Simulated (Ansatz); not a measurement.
```yaml
crystal:
  periodic: [false, false, false]
  atoms:
    - {symbol: Ge, position_ang: [-1.739673, -0.282626, -0.000758]}
    - {symbol: P, position_ang: [-0.123501, 1.118483, 0.009366]}
    - {symbol: Ge, position_ang: [1.754611, -0.209629, -0.003328]}
    - {symbol: H, position_ang: [2.718600, 1.104962, 0.006672]}
basis:
  gaussian: {orbitals: def2-TZVP}
hamiltonian: {xc: pbe0}
relax: {f_tol: 0.004, max_steps: 80}
```

```sh
$ ansatz run in.yaml --threads 1 --pin off --events-out ev --progress --plain --max-ram 2176MiB
```

Steps of the relaxation (energy above the last step; positions in Å, forces in eV/Å):

```
4
step 1, 687.4 meV
Ge   -1.740   -0.283   -0.001    0.229    0.056    0.000
P    -0.124    1.118    0.009   -0.457    0.275    0.003
Ge    1.755   -0.210   -0.003    0.494   -0.060   -0.001
H     2.719    1.105    0.007   -0.266   -0.271   -0.002
```

```
4
step 2, 647.6 meV
Ge   -1.663   -0.288   -0.001    0.171   -0.141   -0.001
P    -0.109    1.170    0.010   -0.225    0.372    0.003
Ge    1.744   -0.241   -0.004    0.043   -0.119   -0.001
H     2.639    1.090    0.007    0.011   -0.112   -0.001
```

```
4
step 3, 512.9 meV
Ge   -1.471   -0.324   -0.001    0.552   -0.251   -0.003
P    -0.092    1.308    0.011   -0.075    0.366    0.003
Ge    1.679   -0.297   -0.004   -0.782   -0.275   -0.002
H     2.493    1.044    0.006    0.305    0.160    0.001
```

```
4
step 6, 73.7 meV
Ge   -1.074   -0.401   -0.002   -0.258   -0.319   -0.002
P    -0.044    1.493    0.012   -0.224    0.680    0.006
Ge    1.416   -0.331   -0.004    0.447   -0.199   -0.002
H     2.312    0.970    0.006    0.035   -0.162   -0.001
```

```
4
step 7, 54.4 meV
Ge   -1.082   -0.406   -0.002    0.005   -0.040    0.000
P    -0.079    1.519    0.013    0.032   -0.033    0.000
Ge    1.439   -0.338   -0.004   -0.090    0.098    0.001
H     2.333    0.956    0.006    0.053   -0.025    0.000
```

```
4
step 8, 50.2 meV
Ge   -1.086   -0.414   -0.002   -0.040   -0.071   -0.001
P    -0.092    1.516    0.013   -0.004    0.056    0.000
Ge    1.425   -0.317   -0.004    0.020    0.086    0.001
H     2.362    0.946    0.006    0.024   -0.071   -0.001
```

```
4
step 11, 29.8 meV
Ge   -1.089   -0.477   -0.003   -0.095   -0.131   -0.001
P    -0.205    1.537    0.013    0.085    0.075    0.001
Ge    1.357   -0.172   -0.003    0.093    0.153    0.001
H     2.547    0.844    0.005   -0.083   -0.096   -0.001
```

```
4
step 13, 15.9 meV
Ge   -1.073   -0.528   -0.003    0.039   -0.028    0.000
P    -0.257    1.560    0.013    0.012    0.001    0.000
Ge    1.321   -0.068   -0.002   -0.145    0.015    0.000
H     2.618    0.767    0.004    0.093    0.012    0.000
```

```
4
step 19, 0.0 meV
Ge   -1.021   -0.596   -0.004    0.005    0.000    0.000
P    -0.342    1.602    0.014   -0.001    0.003    0.000
Ge    1.268    0.087   -0.001   -0.005   -0.003    0.000
H     2.706    0.638    0.003    0.001    0.000    0.000
```

```
4
step 20, 0.0 meV
Ge   -1.020   -0.596   -0.004   -0.002    0.000    0.000
P    -0.343    1.603    0.014    0.001   -0.002    0.000
Ge    1.267    0.087    0.000    0.002    0.002   -0.001
H     2.706    0.638    0.003   -0.001    0.000    0.000
```

Close pairs at the end: Ge3–H4 1.541 Å, P2–Ge3 2.211 Å, Ge1–P2 2.301 Å, Ge1–Ge3 2.387 Å.

A stationary point of restricted PBE0 after 20 steps (its stability towards spin polarisation wasn't tested); no frequencies were run, so it isn't proven a minimum. 76 s on 1 thread of Intel Xeon 6975P-C, shared host.
